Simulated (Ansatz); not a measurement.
Ansatz (a program for electronic structure) input (wB97X-V/def2-TZVPD):

Ansatz 0.2 input:
```yaml
crystal:
  periodic: [false, false, false]
  atoms:
    - {symbol: C, position_ang: [-0.00105023, -0.00044593, 0.21807837]}
    - {symbol: C, position_ang: [-0.00682676, -0.00289863, 1.41756777]}
    - {symbol: C, position_ang: [0.00595226, 0.00252732, -1.23597935]}
    - {symbol: H, position_ang: [-0.01194066, -0.00506999, 2.47946412]}
    - {symbol: H, position_ang: [0.01516829, 1.02317495, -1.62370089]}
    - {symbol: H, position_ang: [0.88736845, -0.51296496, -1.62264162]}
    - {symbol: H, position_ang: [-0.87904773, -0.50023658, -1.63112234]}
basis:
  gaussian:
    orbitals: def2-TZVPD
hamiltonian:
  xc: {name: wB97X-V}
magnetization: {spin_polarized: true, initial_magnetization: 2}
```

End of the output:

```
integrals: 0.05 GiB planned
726 factors; their error is unknown
integrals: 0.09 GiB planned
282 factors; integrals over basis functions are off by at most 4.6e-5 eV
mean field: 0.79 GiB planned
mean field evaluation 1: about -3165.0224 eV, gradient 2.4e1 eV
mean field evaluation 2: about -3166.9342 eV, gradient 1.4e1 eV
mean field evaluation 4: about -3167.9581 eV, gradient 9.8e-1 eV
mean field evaluation 8: about -3167.9569 eV, gradient 3.6e-1 eV
mean field evaluation 16: about -3167.9574 eV, gradient 1.6e-3 eV
mean field evaluation 32: about -3168.5304 eV, gradient 3.3e-3 eV
mean field evaluation 64: about -3168.5304 eV, gradient 2.2e-3 eV
mean field evaluation 96: about -3168.4156 eV, gradient 1.6e0 eV
mean field -3168.53037324 eV, -116.4413435097 hartree, gradient 2.4e-6 eV, S^2 2.005968; 13 other end points of the search recorded, 0 dependent functions left out
reference -3168.53037297 eV, -116.4413434998 hartree; 12, 10 occupied and 135, 137 virtual orbitals, 726 factors
Total energy: -3168.53037297 eV, -116.4413434998 hartree
```

This state (charge 0, triplet) is run at the relaxed geometry of the species with charge 0 and multiplicity 1, and is a spin state other than that species' own.
